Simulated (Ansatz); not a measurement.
in.yaml

```yaml
crystal:
  periodic: [false, false, false]
  atoms:
    - {symbol: B, position_ang: [0.000000, 0.000000, 0.251900]}
    - {symbol: Al, position_ang: [0.000000, 0.000000, -1.688900]}
    - {symbol: H, position_ang: [0.000000, 0.000000, 1.437000]}
basis:
  gaussian: {orbitals: 6-31G}
magnetization: {spin_polarized: true, initial_magnetization: 3}
hamiltonian: {xc: {name: B2PLYP}}
correlation: {electrons: outside_noble_gas}
```

```sh
$ ansatz run in.yaml --threads 1 --pin off --events-out ev --progress --plain --max-ram 2393MiB
```

Log:

```
296 factors; integrals over basis functions are off by at most 2.5e-4 eV
mean field evaluation 1: about -7277.7408 eV, gradient 1.1e1 eV
mean field evaluation 2: about -7277.7419 eV, gradient 1.1e1 eV
mean field evaluation 4: about -7279.1885 eV, gradient 1.1e0 eV
mean field evaluation 8: about -7279.2274 eV, gradient 6.0e-2 eV
mean field evaluation 16: about -7279.2276 eV, gradient 4.1e-5 eV
mean field -7279.22756482 eV, -267.5066789696 hartree, gradient 1.7e-6 eV, S^2 3.756050; 0 other end points of the search recorded, 0 dependent functions left out
6 core orbitals not correlated: weight in the atoms' cores, before any rotation towards them, 1.000 or more for the frozen orbitals, at most 0.000 for the correlated occupied ones
reference -7279.22767817 eV, -267.5066831352 hartree; 5, 2 occupied and 13, 16 virtual orbitals, 296 factors
second order -2.37876861 eV of doubles, -0.00000000 eV of singles
Total energy: -7279.86994570 eV, -267.5302860313 hartree
```

Ran on 1 thread of Arm Neoverse V1, shared host: 0.75 s wall, 0.08 GiB peak host memory.
